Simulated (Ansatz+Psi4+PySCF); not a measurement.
The numbers below are computed, except where a source is named.
Input for Psi4 1.11:

```
molecule {
0 1
Na 0.000000 0.000000 1.576260
Na 0.000000 0.000000 -7.881310
}

set basis cc-pCVTZ
set reference rhf
set scf_type pk
set mp2_type conv
set cc_type conv
set num_frozen_docc 2
energy('mp2')
```

The input is written out from the run's settings.

Results

```json
{
 "Converged": "yes",
 "Reference energy": "-323.64536 hartree",
 "Correlation energy": "-0.57874 hartree",
 "Total energy": "-324.22409 hartree",
 "Spin squared of the determinant": "0.000",
 "Occupied orbitals by symmetry in an Abelian subgroup (alpha; beta)": "4 Ag 1 B2g 1 B3g 3 B1u 1 B2u 1 B3u; 4 Ag 1 B2g 1 B3g 3 B1u 1 B2u 1 B3u"
}
```

Caution: large amplitudes, a single reference is doubtful; an unrestricted determinant lies well below.
